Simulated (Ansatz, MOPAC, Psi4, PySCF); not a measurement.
Species: C$_{2}$H$_{3}$O$_{2}$, charge 0, multiplicity 2. SMILES: O=C(C)[O]
Coordinates optimised at B3LYP-D3(BJ)/def2-TZVP (Ansatz, a quantum-chemistry and plane-wave program):
```xyz
7

C     -0.2571     0.1715    -0.0005
O      0.2583     1.2978    -0.0129
O     -1.3300    -0.3709     0.0089
C      1.0547    -0.8686     0.0036
H      1.9946    -0.3339    -0.0052
H      0.9005    -1.4416     0.9132
H      0.8930    -1.4581    -0.8941
```
Charge 0, spin multiplicity 2.

Quantity: size of the dipole moment, in D. Terms: non-relativistic; six Cartesian d functions in 6-31G* and its kin unless marked 5d; open shells spin-unrestricted; 6-311+G** with 5d; LANL2DZ all-electron up to Ne; no spin-orbit coupling; no dispersion term unless named. First-principles rows: single points at B3LYP-D3(BJ) geometries (Ansatz). Semi-empirical rows: dipoles at the shared geometry.

| level | program | size of the dipole moment (D) |
|---|---|---|
| AM1 | MOPAC | 2.90 |
| PBE/3-21G | Ansatz | 2.45 |
| PBE/LANL2DZ | Ansatz | 2.91 |
| B3LYP/3-21G | Ansatz | 2.58 |
| B3LYP/LANL2DZ | Ansatz | 3.08 |
| B3LYP/6-31G* | Ansatz | 2.74 |
| B3LYP/6-31G** | Ansatz | 2.75 |
| wB97X-D/6-311+G** | Psi4 | 3.05 |
| B3PW91/6-31G* (5d) | PySCF | 2.76 |

No value to compare with is used here. The 9 habitual levels span 2.45 (PBE/3-21G) to 3.08 D (B3LYP/LANL2DZ).

The levels are drawn from those run, B3LYP/6-31G* more often than the rest, none by its result; runs whose electronic state is in doubt are left out.
